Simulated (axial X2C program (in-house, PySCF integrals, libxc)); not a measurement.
**Potential curves of Cl₂⁺, 2c**

Calculated with an axial X2C code built on PySCF integrals. Two-component (2c) means X2C with spin–orbit coupling and atomic mean-field two-electron Coulomb and Gaunt terms. Basis: Cl dyall-av3z [9s8p3d2f] (cores contracted in-house); Gaussian nuclei, density fitting, unrestricted open shells. Masses: Cl 34.969 u.

State: Ω = 3/2 (⟨Sz⟩ = 0.50, ⟨Lz⟩ = 1.00 at HF). Energies in kJ/mol from the fragments at the same level (Cl+ + Cl). Fits are polynomials in 1 − R0/R over 0.85 to 1.23 times the lowest point R0.

```tsv
R (Å)	CCSD	B3LYP	CCSD(T)	PBE0
1.6539		-243.39		-270.17
1.7299	-271.57	-323.15	-287.56	-345.26
1.7869	-304.88	-358.73	-322.26	-377.11
1.8440	-322.57	-378.92	-341.53	-393.45
1.9010	-328.39	-387.31	-349.11	-397.93
1.9675	-324.11	-385.99	-347.12	-392.05
2.0341	-311.23	-375.93	-336.80	-377.51
2.1196	-286.32	-354.26	-315.50	-350.30
2.2242		-319.64		-309.34
2.3763		-262.43		-243.92
```

Correlated methods: 13 electrons correlated (number of frozen shells: Cl 2 s, 1 p), 195 virtual spin orbitals or spinors in MP2, 90 natural virtuals in coupled cluster.

The state is a single determinant with fixed occupations, the lowest that a limited PBE0 search found. De is counted from the lowest determinant-based energies of the atoms at the same level, without counterpoise correction. Density functionals use the spin component along the axis (collinear). CCSD and (T) use frozen natural virtuals with an MP2 correction for the truncation; (T) itself is uncorrected, so its De runs slightly low. In 2c an atomic determinant is not the ground J level, so De misses part of the atomic spin–orbit lowering. This holds for B3LYP, PBE0. Without a current term, density functionals place determinants with orbital angular momentum somewhat too high. Coupled cluster ran on the points near the minimum only. MP2 and coupled cluster on one determinant become unreliable at the stretched end.

Question: What are Re, ωe and De at the CCSD level?

Answer: At CCSD, 2c: Re = 1.907 Å, ωe ≈ 652 cm⁻¹, De = 3.40 eV to Cl+ + Cl; Be follows as 0.265 cm⁻¹.

Question: Fit the B3LYP curve near its minimum: give the equilibrium distance, the harmonic wavenumber and the well depth.

Answer: At B3LYP, 2c: Re = 1.925 Å, ωe ≈ 625 cm⁻¹, De = 4.02 eV to Cl+ + Cl; Be follows as 0.26 cm⁻¹.

Question: Fit the CCSD(T) curve near its minimum: give the equilibrium distance, the harmonic wavenumber and the well depth.

Answer: At CCSD(T), 2c: Re = 1.920 Å, ωe ≈ 622 cm⁻¹, De = 3.62 eV to Cl+ + Cl; Be follows as 0.261 cm⁻¹.

Question: Fit the PBE0 curve near its minimum: give the equilibrium distance, the harmonic wavenumber and the well depth.

Answer: At PBE0, 2c: Re = 1.898 Å, ωe ≈ 667 cm⁻¹, De = 4.12 eV to Cl+ + Cl; Be follows as 0.268 cm⁻¹.
